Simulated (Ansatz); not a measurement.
Ansatz (a program for electronic structure) input (B3LYP-D3(BJ)/def2-TZVP):

Ansatz 0.2 input:
```yaml
crystal:
  periodic: [false, false, false]
  atoms:
    - {symbol: Al, position_ang: [-0.00383302, 0.77670458, 0.02693831]}
    - {symbol: Cl, position_ang: [1.82205043, -0.28761349, -0.02117671]}
    - {symbol: Cl, position_ang: [-1.81911930, -0.30633707, 0.00057682]}
basis:
  gaussian:
    orbitals: def2-TZVP
hamiltonian:
  xc: b3lyp
  dispersion: d3bj
magnetization: {spin_polarized: true, initial_magnetization: 1}
phonons: {temperatures: {t_min: 298.15, t_max: 298.15, t_step: 100}}
```

Output:

```
Functional definition: B3LYP
integrals: 0.04 GiB planned
785 factors; their error is unknown
mean field: 0.52 GiB planned
mean field evaluation 1: about -31645.9512 eV, gradient 1.5e1 eV
mean field evaluation 2: about -31645.3763 eV, gradient 2.0e1 eV
mean field evaluation 4: about -31647.2006 eV, gradient 6.7e-1 eV
mean field evaluation 8: about -31647.2749 eV, gradient 7.2e-2 eV
mean field evaluation 16: about -31647.2749 eV, gradient 1.9e-5 eV
mean field -31647.27489576 eV, -1163.0159011258 hartree, gradient 1.9e-5 eV, S^2 0.751600; 0 other end points of the search recorded, 0 dependent functions left out
the calculation of the forces begins
reference -31647.27511955 eV, -1163.0159093499 hartree; 24, 23 occupied and 87, 88 virtual orbitals, 785 factors
these checks for a lower state are left out or cut short: stability, starts, cluster_reference, orbital_swaps, neighbouring_geometries, increment
integrals: 0.04 GiB planned
785 factors; their error is unknown
mean field: 0.52 GiB planned
mean field -31647.27486132 eV, -1163.0158998601 hartree, gradient 7.0e-7 eV, S^2 0.751598; 0 other end points of the search recorded, 0 dependent functions left out
the calculation of the forces begins
reference -31647.27508511 eV, -1163.0159080843 hartree; 24, 23 occupied and 87, 88 virtual orbitals, 785 factors
these checks for a lower state are left out or cut short: stability, starts, cluster_reference, orbital_swaps, neighbouring_geometries, increment
integrals: 0.04 GiB planned
785 factors; their error is unknown
mean field: 0.52 GiB planned
mean field -31647.27486844 eV, -1163.0159001218 hartree, gradient 1.9e-6 eV, S^2 0.751603; 0 other end points of the search recorded, 0 dependent functions left out
the calculation of the forces begins
reference -31647.27509223 eV, -1163.0159083459 hartree; 24, 23 occupied and 87, 88 virtual orbitals, 785 factors
these checks for a lower state are left out or cut short: stability, starts, cluster_reference, orbital_swaps, neighbouring_geometries, increment
integrals: 0.04 GiB planned
785 factors; their error is unknown
mean field: 0.52 GiB planned
mean field evaluation 32: about -31647.2749 eV, gradient 4.2e-2 eV
mean field -31647.27488050 eV, -1163.0159005650 hartree, gradient 2.5e-6 eV, S^2 0.751598; 0 other end points of the search recorded, 0 dependent functions left out
the calculation of the forces begins
reference -31647.27510429 eV, -1163.0159087891 hartree; 24, 23 occupied and 87, 88 virtual orbitals, 785 factors
these checks for a lower state are left out or cut short: stability, starts, cluster_reference, orbital_swaps, neighbouring_geometries, increment
integrals: 0.04 GiB planned
785 factors; their error is unknown
mean field: 0.52 GiB planned
mean field -31647.27488580 eV, -1163.0159007599 hartree, gradient 1.7e-6 eV, S^2 0.751602; 0 other end points of the search recorded, 0 dependent functions left out
the calculation of the forces begins
reference -31647.27510959 eV, -1163.0159089840 hartree; 24, 23 occupied and 87, 88 virtual orbitals, 785 factors
these checks for a lower state are left out or cut short: stability, starts, cluster_reference, orbital_swaps, neighbouring_geometries, increment
integrals: 0.04 GiB planned
785 factors; their error is unknown
mean field: 0.52 GiB planned
mean field -31647.27493220 eV, -1163.0159024650 hartree, gradient 1.0e-6 eV, S^2 0.751603; 0 other end points of the search recorded, 0 dependent functions left out
the calculation of the forces begins
reference -31647.27515603 eV, -1163.0159106907 hartree; 24, 23 occupied and 87, 88 virtual orbitals, 785 factors
these checks for a lower state are left out or cut short: stability, starts, cluster_reference, orbital_swaps, neighbouring_geometries, increment
integrals: 0.04 GiB planned
785 factors; their error is unknown
mean field: 0.52 GiB planned
mean field -31647.27482531 eV, -1163.0158985368 hartree, gradient 1.2e-6 eV, S^2 0.751597; 0 other end points of the search recorded, 0 dependent functions left out
the calculation of the forces begins
reference -31647.27504906 eV, -1163.0159067594 hartree; 24, 23 occupied and 87, 88 virtual orbitals, 785 factors
Total energy: -31647.43306089 eV, -1163.0217135870 hartree
Atom 0 at    -0.003833     0.776705     0.026938 Å, force    -0.000003     0.000691     0.000024 eV/Å
Atom 1 at     1.822050    -0.287613    -0.021177 Å, force     0.000575    -0.000342    -0.000015 eV/Å
Atom 2 at    -1.819119    -0.306337     0.000577 Å, force    -0.000572    -0.000348    -0.000009 eV/Å
Dipole moment:    -0.001598     0.323832     0.011231 e Å
Vibrations: 143.37 444.48 556.74 cm⁻¹, zero-point energy 0.070956 eV
```

It need not be the lowest isomer of its formula.
